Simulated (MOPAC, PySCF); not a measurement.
Breaking a bond: SMILES B(F)(F)F (BF3). The B1–F4 bond (B1 also carries F, F; F4 carries nothing else) is pulled apart rigidly from the PBE0/def2-TZVP optimised geometry.

Levels of theory: UKS-B3LYP/6-311+G** = unrestricted B3LYP/6-311+G**, spherical d in PySCF; RKS-B3LYP/6-31G* = restricted B3LYP/6-31G*, spherical d in PySCF; PM6, restricted, heats of formation (MOPAC); UCCSD(T) = CCSD(T) on UHF/cc-pVDZ, 4 core orbitals frozen (PySCF).

Energies relative to the lowest point of each curve near equilibrium, in kJ/mol; the last columns give the difference from UCCSD(T):

```
R / Å  UKS-B3LYP/6-311+G**  RKS-B3LYP/6-31G*    PM6  UCCSD(T)  UKS-B3LYP/6-311+G** − UCCSD(T)  RKS-B3LYP/6-31G* − UCCSD(T)  PM6 − UCCSD(T)
-----  -------------------  ----------------  -----  --------  ------------------------------  ---------------------------  --------------
0.98                 544.1             572.5  407.5     589.3                           -45.2                        -16.8          -181.8
1.05                 285.1             300.9  223.7     315.6                           -30.5                        -14.7           -91.9
1.11                 148.1             156.8  119.1     168.7                           -20.6                        -11.9           -49.5
1.17                  65.1              69.2   52.5      77.8                           -12.7                         -8.6           -25.3
1.23                  20.1              21.5   15.3      26.6                            -6.5                         -5.1           -11.3
1.28                   3.3               3.6    1.9       5.9                            -2.6                         -2.3            -3.9
1.31                   0.0               0.0    0.0       0.7                            -0.7                         -0.7            -0.7
1.34                   0.7               0.8    1.9       0.0                             0.7                          0.8             1.9
1.39                   9.1               9.7   11.9       6.8                             2.3                          2.9             5.1
1.43                  20.8              22.3   24.9      17.9                             2.9                          4.4             7.0
1.51                  53.3              57.6   60.5      51.0                             2.3                          6.6             9.4
1.64                 120.6             131.0  133.9     123.1                            -2.5                          7.9            10.8
1.78                 199.5             217.3  221.0     210.2                           -10.7                          7.1            10.7
1.96                 298.0             324.9  330.5     320.2                           -22.2                          4.7            10.3
2.14                 386.6             421.6  427.2     422.8                           -36.2                         -1.3             4.4
2.34                 471.0             513.9  513.8     515.7                           -44.7                         -1.8            -1.9
2.61                 552.1             615.0  598.8     609.4                           -57.3                          5.5           -10.7
2.91                 603.2             700.6  664.1     660.4                           -57.2                         40.2             3.6
3.18                 631.1             758.6  706.6     675.6                           -44.5                         83.0            30.9
3.56                 654.3             815.9  749.7     682.3                           -28.0                        133.6            67.4
3.92                 666.7             850.6  779.1     684.5                           -17.9                        166.1            94.5
4.56                 677.4             882.6  815.4     685.3                            -7.9                        197.3           130.1
```

UKS-B3LYP/6-311+G** is furthest from UCCSD(T) at 2.61 (-57.3 kJ/mol, below); its mean absolute difference over the points is 20.7 kJ/mol.

RKS-B3LYP/6-31G* is furthest from UCCSD(T) at 4.56 (197.3 kJ/mol, above); its mean absolute difference over the points is 32.9 kJ/mol.

PM6 is furthest from UCCSD(T) at 0.98 (-181.8 kJ/mol, below); its mean absolute difference over the points is 34.7 kJ/mol.

The unrestricted determinant behind UKS-B3LYP/6-311+G** is spin-contaminated at 2.61 to 4.56 Å (<S²> up to 0.9, against 0.00 for a pure singlet). The restricted form behind RKS-B3LYP/6-31G*, PM6 keeps the bonding electrons paired and can't separate into open-shell fragments. The unrestricted determinant behind UCCSD(T) is spin-contaminated at 2.14 to 4.56 Å (<S²> up to 1.0, against 0.00 for a pure singlet).
